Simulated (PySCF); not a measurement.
An unknown is described by computed data only.

Formula: CH2F3N.

- Dipole: 2.51 D [B97-2/pcSseg-2]
- NMR, other nuclei: isotropic shieldings of nuclei other than C and H, by class: 197 (1 N), 243 (3 F) ppm [GIAO B97-2/pcSseg-2]
- 1H NMR: chemical shifts (computed TMS as zero) by class: 2.35 (2 H) ppm [GIAO B97-2/pcSseg-2]
- 13C NMR: chemical shifts (computed TMS as zero) by class: 135.6 (1 C) ppm [GIAO B97-2/pcSseg-2]
- Rotational structure: rotational constants A, B, C: 5.622, 5.540, 5.391 GHz [PBE0-D3(BJ)/def2-TZVP]

Gas-phase values; electronic properties from PySCF, density fitting. Levels stand in brackets. Isolated species at its PBE0-D3(BJ)/def2-TZVP geometry, gas phase. Each NMR value is the plain mean over a class of atoms that symmetry, rotation or inversion makes alike.

Question: What is the compound? Reason from the data.

Answer: Numbering: `[NH2:1][C:2]([F:3])([F:4])[F:5]`. Its formula, CH2F3N, gives 0 degrees of unsaturation, so no ring and no π bond. The one carbon: CF3 carbon [C2] (135.6 ppm). All hydrogens form one class (2.35 ppm): N–H hydrogen. The other shieldings belong to: 197 ppm, primary amine nitrogen [N1]; 243 ppm, fluorine of a CF3 group [F3/F4/F5]. By its constants the optimised geometry is a nearly oblate symmetric top. Structure: CF3NH2 (`C(F)(F)(F)N`). The assignments are read from this structure; whether some other isomer fits the data as well wasn't checked.

Shape of the structure used: `[NH2:1][C:2]([F:3])([F:4])[F:5]`: H–N1–C2–F3 -60°, H–N1–C2–F3 176°.
